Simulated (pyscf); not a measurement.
This saddle point was located with ωB97X-D3(BJ)/def2-SVP in PySCF.

```xyz
7

C     -1.3053    -0.8223    -0.4526
N     -0.3965    -0.2092     0.2296
H     -1.0162    -1.5053    -1.2555
H     -2.3617    -0.6253    -0.2535
H     -0.5472     0.7131     0.7237
H      0.5179     1.5954    -0.1207
H      0.5843    -0.0268    -0.1185
```
Charge 0, spin multiplicity 1.

Surface: singlet, charge 0. Lowest wavenumbers (cm⁻¹): 1138i, 474, 699, 705, 948.

Problem. What reaction is this the transition state of?

Solution. H₂C=NH + H₂ ⇌ H₂C=NH + H₂, a concerted two-bond exchange read from left to right: H–N, H–H broken and H–N, H–H formed. At ωB97M-D3(BJ)/def2-TZVP it lies +2.79 eV from the left side and +2.79 eV from the right (each side as separated species at their lowest minima found). This is the saddle that the search found; another between the same sides may lie lower. One closed-shell reference is unstable to symmetry breaking; treat the single-reference values with care.
